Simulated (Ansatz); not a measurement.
Basis-set extrapolation for C6H10, SMILES `C=CC(=C)CC` (PBE0-D4/def2-TZVP geometry, frozen core, the Gaussian-basis code of Ansatz). Multiplicity 1, RHF reference.

```
                      def2-TZVPP   def2-QZVPP
                 HF  -233.079612  -233.090212
    MP2 correlation    -1.000939    -1.063499
CCSD(T) correlation    -1.102784      not run
```

Energies in hartree. Use E(X) = E(∞) + A·exp(−7.88·√X) for Hartree–Fock and E(X) = E(∞) + B·X^(−2.97) for correlation, with X = 3 and 4, and add CCSD(T) minus MP2 of the smaller set to the MP2 limit.

Task: What is the CCSD(T) energy at the basis-set limit?

Result: HF limit: -233.090212 + (-0.010600) × 0.13774 = -233.09167. MP2 limit: -1.063499 + (-0.062560) × 0.74074 = -1.10984. Higher-order term: -1.102784 − (-1.000939) = -0.10184. Total: -234.30335 hartree, 75.9 kcal/mol below CCSD(T)/def2-TZVPP.
